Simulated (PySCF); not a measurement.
Isomers of [HN2O]+, one conformer each; single-point electronic energies without zero-point terms and without any empirical dispersion term.

All values: wB97X-D/pcSseg-2 (PySCF, non-relativistic), each on one gas-phase PBE0-D3(BJ)/def2-TZVP geometry that isn't relaxed in the solvent. The solvent is an IEF-PCM continuum (Bondi radii, 1.10 Å for H, scaled by 1.2). Specific hydrogen bonds and non-electrostatic terms are outside this model.

```csv
isomer,"relative energy, gas (kcal/mol)"
`N#[N+]O` (protonated nitrous oxide),0.0
`N=[N+]=O` (protonated nitrous oxide),2.3
```

How do the relative energies look in chloroform (ε = 4.711)?

| isomer | relative energy, solvent (kcal/mol) | E(solvent) − E(gas) (kcal/mol) |
| --- | --- | --- |
| `N#[N+]O` (protonated nitrous oxide) | 0.0 | -61.8 |
| `N=[N+]=O` (protonated nitrous oxide) | 3.0 | -61.1 |

The order is unchanged. `N#[N+]O` (protonated nitrous oxide) gains most from the continuum. The gains span 0.7 kcal/mol, the gas-phase energies 2.3 kcal/mol.
